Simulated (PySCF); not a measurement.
C2H3O3S: g tensor and hyperfine couplings

Species: C2H3O3S (doublet state).
Numbering: `[O:1]=[S@:2]1[O:3][CH:4][CH2:5][O:6]1` (hydrogens: H7 on C4; H8, H9 on C5)

Level of theory: PySCF, UKS B3LYP, IGLO-III on C O S, pcH-1 on H, non-relativistic, mean-field spin-orbit, GIAO. Isolated species at its PBE0-D3(BJ)/def2-SVP geometry (one conformer only). No stability test was run, so a lower SCF solution isn't excluded.

- g1, g2, g3: 2.00195, 2.00266, 2.00375
- g_iso: 2.00279
- Form of g: rhombic: the two nearest values differ by 39 % of g3 − g1
- ⟨S²⟩: 0.7540 (exact 0.7500)
- α and β electrons: 28, 27
- HOMO–LUMO gap, α and β orbitals: 4.45, 6.14 eV
- Basis functions: 249

Hyperfine couplings atom by atom, in mT; T1 to T3 are the principal values of the dipolar part; ρ(0) is the spin density at the nucleus (MHz turned into mT with g_iso):

```csv
atom,isotope,a_iso,of which spin–orbit,T1,T2,T3,Mulliken spin population,ρ(0) (bohr⁻³)
O1,17O,-0.14,0.00,-0.10,0.01,0.09,0.00,0.0066
S2,33S,-0.03,0.00,-0.18,-0.12,0.29,0.04,-0.0024
O3,17O,-1.21,0.00,-1.75,0.87,0.88,0.07,0.0563
C4,13C,5.44,0.00,-2.63,-2.59,5.21,0.90,0.1357
C5,13C,-0.32,0.00,-0.09,0.02,0.07,-0.05,-0.0080
O6,17O,-0.68,0.00,-0.17,0.07,0.10,0.00,0.0313
H7,1H,-0.39,0.00,-1.21,-0.07,1.28,-0.03,-0.0025
H8,1H,1.42,0.00,-0.18,-0.13,0.31,0.02,0.0089
H9,1H,3.39,0.00,-0.23,-0.10,0.32,0.04,0.0213
```

Largest spin populations (Mulliken): C4 (+0.90) and O3 (+0.07). C4 is the only atom above +0.15. The angles at C4 add up to 352.7°, so it is slightly pyramidal.

Under fast tumbling the dipolar parts average out, and these isotropic splittings remain: 1 × 1H (H9, I = 1/2, 2 lines) with 3.39 mT, 1 × 1H (H8, I = 1/2, 2 lines) with 1.42 mT and 1 × 1H (H7, I = 1/2, 2 lines) with 0.39 mT.

The 13C coupling of C4 (152.4 MHz) shows only in satellite lines or after enrichment, since that isotope makes up about 1.07 % of natural carbon.

The 17O coupling of O3 (-34.0 MHz) shows only in satellite lines or after enrichment, since that isotope makes up about 0.038 % of natural oxygen.

Examples of negative spin density at the nucleus (bohr⁻³): C5 (-0.0080), H7 (-0.0025) and S2 (-0.0024).
